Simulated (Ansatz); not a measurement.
A made-up structure of BSiNH₅ (charge -1), singlet:

N1  (-1.628, 0.397, -0.892)
B2  (-0.270, 0.408, -0.783)
Si3  (0.593, -0.435, 0.864)
H4  (0.652, 0.982, 0.789)
H5  (0.540, 0.884, -1.588)
H6  (-0.331, -1.040, 1.889)
H7  (1.571, -1.557, 0.579)
H8  (1.460, 0.495, 1.688)
(Å)

It is relaxed with PBE-D4/def2-SVPD and then PBE0-D4/def2-TZVPD (Ansatz 0.2.0). Atoms count as bonded within 1.22 times the sum of their covalent radii (H–H: 0.88 Å). The end point is not checked to be a true minimum.

Q: Does its bonding change? (A judgement: the text doesn't fix the answer.)

A: Computed: Yes. Formed: N1–Si3; broken: B2–Si3.

Where it ends: The first stage lowers the energy by 3.81 eV in 19 steps. It ends as BSiNH₅ ([BH][N][SiH4]), total charge -1:
```xyz
8
angstrom
N 0.0029 0.2061 -0.5308
B -0.4257 0.4616 -1.6731
Si 0.6627 -0.1852 1.2213
H 1.0036 1.2794 1.3919
H -0.8311 0.7036 -2.7544
H -0.7131 -0.6901 1.5990
H 1.6709 -1.1293 0.6027
H 1.2155 -0.5127 2.6884
```

Labels in which every atom is bracketed show which atoms are joined, not bond orders.

For scale, one of the runs: PBE0-D4/def2-TZVPD relaxation, 162 basis functions, launched by `ansatz run in.yaml --threads 2 --pin off --events-out ev --progress --plain --max-ram 4352MiB`. The run took about 19 s on 2 CPU threads of an Arm Neoverse V1 (shared host).
